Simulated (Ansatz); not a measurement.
One change: `NC(S)CS` becomes `NCS`.

Ansatz, PBE0-D4/def2-TZVP geometries, multiplicity 1. Each molecule was computed in one conformer, which needn't be the lowest.

| property | `NC(S)CS` |
| --- | --- |
| HOMO energy (PBE/def2-TZVPP) / eV | -5.55 |
| ideal-gas entropy at 298 K and 1 bar (rigid rotor, harmonic PBE0-D4/def2-TZVP) / J/(mol·K) | 348 |
| HOMO–LUMO gap (PBE0/def2-TZVPP) / eV | 6.91 |
| HOMO energy (PBE0/def2-TZVPP) / eV | -6.80 |
| HOMO energy (B3LYP/def2-TZVPP) / eV | -6.57 |
| HOMO–LUMO gap (PBE/def2-TZVPP) / eV | 4.74 |

(1) Give the same properties after the change, and the shifts. (An estimate is asked.)

Answers

(1) Computed: 
```tsv
property	`NCS`	shift
HOMO energy (PBE/def2-TZVPP) / eV	-5.66	-0.11
ideal-gas entropy at 298 K and 1 bar (rigid rotor, harmonic PBE0-D4/def2-TZVP) / J/(mol·K)	285	-63
HOMO–LUMO gap (PBE0/def2-TZVPP) / eV	7.34	0.43
HOMO energy (PBE0/def2-TZVPP) / eV	-6.94	-0.14
HOMO energy (B3LYP/def2-TZVPP) / eV	-6.70	-0.13
HOMO–LUMO gap (PBE/def2-TZVPP) / eV	5.16	0.42
```

With PBE0 the HOMO falls by 0.14 eV and the LUMO rises by 0.29 eV, so the gap widens by about 0.43 eV. PBE moves the HOMO by -0.11 eV and ωB97M-V by -0.15 eV. The zero-point energy changes by -74.0 kJ/mol with -12 modes.

B3LYP here is the variant with VWN-RPA as its local correlation; programs differ in this.
